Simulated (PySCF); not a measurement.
Atom-mapped SMILES (the numbers label the heavy atoms): `[F:1][CH:2]1[CH2:3][CH2:4][CH2:5]1` (H(Xn): hydrogen on atom n). Ha(C3), Ha(C4), Ha(C5) are cis to F1 on the ring; Hb(C3), Hb(C4), Hb(C5) are trans to F1 on the ring.

Single conformer, non-relativistic Hamiltonian, equivalent nuclei averaged, no solvent. Structure optimised with PBE0-D3(BJ)/def2-SVP; σ from GIAO-PBE0/pcSseg-1; PySCF.

Scale: ¹³C (σ = 184.41 ppm), ¹H (σ = 31.27 ppm) vs TMS; ¹⁹F (σ = 177.25 ppm) against CFCl3 (reference shieldings calculated alike).

| atoms | nucleus | count | δ (ppm) |
| --- | --- | --- | --- |
| C2 | ¹³C | 1 | 85.3 |
| C4 | ¹³C | 1 | ? |
| H(C2) | ¹H | 1 | ? |
| Hb(C3)/Hb(C5) | ¹H | 2 | ? |
| F1 | ¹⁹F | 1 | -174.0 |
| C3/C5 | ¹³C | 2 | 33.3 |
| Ha(C4) | ¹H | 1 | 1.57 |
| Hb(C4) | ¹H | 1 | 1.20 |
| Ha(C3)/Ha(C5) | ¹H | 2 | 2.02 |

Estimate the values marked ?.

Results:


- C4: 11.5 ppm, sp3 CH2 in a ring; aliphatic region, no heteroatom directly attached
- H(C2): 4.63 ppm, hydrogen on an sp3 CH bonded to F; its carbon carries F, an electronegative neighbour
- Hb(C3)/Hb(C5): 2.16 ppm, hydrogen on an sp3 CH2 in a ring

Shifts are as computed. Against solution values, carbons near 30 ppm lie about +2 ppm off and those near 130 ppm about +5 ppm. Of 1211 compounds with measured shifts, 218 miss one by over three times the rms of a fit or turn the order of signals round; such compounds aren't used in these exercises. Unscaled 19F shifts against computed CFCl3 carry errors that often reach 10 to 50 ppm.
